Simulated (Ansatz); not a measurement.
For In₂O₃ (Ia-3, No. 206), PBE (PAW; Ansatz, a program for electronic structure) gives:

```
Quantity                                 Value
------------------------------  --------------
equilibrium lattice constant a        10.288 Å
enthalpy of formation           -1.556 eV/atom
```

Task: What does r²SCAN-D4 in Ansatz (PAW) give for the same quantities?

Result: 
- lattice constant a: 10.136 Å (shrinks by 1.5 %)
- formation enthalpy: -1.899 eV/atom (moves by -0.343 eV/atom)

For comparison: lattice constant a 10.117 Å (measured, temperature not stated, not corrected to a static lattice; as tabulated in Wikipedia's data pages).

Changes are worked out from the printed values.

Unless a cell is named, each level is at its own relaxed cell.

Levels without +SOC leave out spin–orbit coupling, which shifts energies and cells of such heavy elements.

Caveats: the relaxation could not lower the start's symmetry, so the cell can be a saddle point above a distorted one (PBE, r²SCAN-D4). Ansatz's density-functional and Hartree–Fock values are scalar-relativistic unless marked +SOC, with PAW data made under PBE.
